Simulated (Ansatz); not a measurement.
The input, for Ansatz 0.2.0:

```yaml
crystal:
  periodic: [false, false, false]
  atoms:
    - {symbol: B, position_ang: [0.000000, -0.144564, 1.510823]}
    - {symbol: Al, position_ang: [0.000000, 0.091041, -0.552426]}
    - {symbol: H, position_ang: [0.000000, -0.886501, -1.416970]}
basis:
  gaussian: {orbitals: 6-31G}
magnetization: {spin_polarized: false, initial_magnetization: 1}
correlation: {method: ccsdtq, electrons: outside_noble_gas}
```

```sh
$ ansatz run in.yaml --threads 1 --pin off --events-out ev --progress --plain --max-ram 2393MiB
```

Output:

```
508 factors; integrals over basis functions are off by at most 1.5e-7 eV
mean field evaluation 1: about -7261.9501 eV, gradient 8.3e0 eV
mean field evaluation 2: about -7261.9536 eV, gradient 8.3e0 eV
mean field evaluation 4: about -7262.6784 eV, gradient 1.4e0 eV
mean field evaluation 8: about -7262.7117 eV, gradient 5.6e-2 eV
mean field evaluation 16: about -7262.7383 eV, gradient 2.5e-1 eV
mean field evaluation 32: about -7262.6747 eV, gradient 1.4e0 eV
mean field evaluation 64: about -7261.7741 eV, gradient 1.4e-1 eV
mean field evaluation 96: about -7261.8772 eV, gradient 9.1e-1 eV
mean field evaluation 128: about -7262.8152 eV, gradient 1.4e0 eV
mean field evaluation 160: about -7262.8353 eV, gradient 1.8e-1 eV
...
cycle   3  -3.46687204 eV  change    1.1e-7 eV  update   1.7e-6
cycle   4  -3.46687205 eV  change   -6.2e-9 eV  update   1.7e-6
cycle   5  -3.46687202 eV  change    3.1e-8 eV  update   1.7e-6
cycle   6  -3.46687187 eV  change    1.5e-7 eV  update   1.6e-6
cycle   7  -3.46687156 eV  change    3.1e-7 eV  update   1.6e-6
cycle   8  -3.46687088 eV  change    6.8e-7 eV  update   1.6e-6
cycle   9  -3.46687059 eV  change    2.9e-7 eV  update   1.4e-6
cycle  10  -3.46687099 eV  change   -3.9e-7 eV  update   1.1e-6
cycle  11  -3.46687047 eV  change    5.2e-7 eV  update   9.2e-7
cycle  12  -3.46687050 eV  change   -2.6e-8 eV  update   6.8e-7
Total energy: -7266.17869084 eV, -267.0271416955 hartree
```

For the same geometry and basis full CI lies 1.0 meV lower.

Ran on 1 thread of Arm Neoverse V2, shared host: 35 s wall, 0.17 GiB peak host memory.
